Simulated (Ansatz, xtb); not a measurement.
C2H5FO2: 5 structures ranked

5 gas-phase structures of C2H5FO2, found in a search over its isomers (lower ones may exist). Each was relaxed with GFN2-xTB; where two conformers were screened, the lower at r2SCAN-D4/def2-SVP is listed:

A. `OC[C@H](O)F`, a singlet
B. `OCOCF`, a singlet
C. `OC(O)CF`, a singlet
D. `CO[C@H](O)F`, a singlet
E. `CC(O)(O)F`, a singlet

Question: Which do you expect lowest at r2SCAN-D4/def2-SVP, and how would the others follow?

Answer: Calculated order at r2SCAN-D4/def2-SVP: E (0.0), D (14.1), A (14.7), C (19.3), B (22.9) kcal/mol. Less than 1 kcal/mol parts D and A, so the order within that pair means little.

Energies above the lowest of each column, in kcal/mol; the last columns are at PBE0-D3(BJ)/pcseg-1 geometries and were run for some of them only (a dash: not run or not comparable):

```
structure  GFN2-xTB  HF/STO-3G  r2SCAN-D4/def2-SVP  PBE0-D3(BJ)/pcseg-1  CCSD(T)/def2-SVP + ΔMP2/def2-TZVPP
        E       0.0        0.0                 0.0                  0.0                                 0.0
        D       7.7        3.8                14.1                 14.7                                15.5
        A      15.2       13.3                14.7                 14.6                                14.0
        C      16.4       13.2                19.3                 18.5                                   –
        B      15.1        8.4                22.9                    –                                   –
```

Every level run on E puts it lowest or level with the lowest. CCSD(T)/def2-SVP + ΔMP2/def2-TZVPP orders those it was run on as E (0.0), A (14.0), D (15.5) kcal/mol. Flexible structures stand in one conformer each, not always the lowest. Frequencies (PBE0-D3(BJ)/pcseg-1) were run for A, D, E alone. ΔMP2 is the change of the MP2 energy from the smaller to the larger basis.

Over these structures GFN2-xTB departs from r2SCAN-D4/def2-SVP by 3.0 kcal/mol on average once a common shift is removed. A GFN2-xTB relaxation took about 0.079 s and the r2SCAN-D4/def2-SVP energy about 1.2 s on a shared host (Ansatz 0.2.0, xtb 6.7.1).
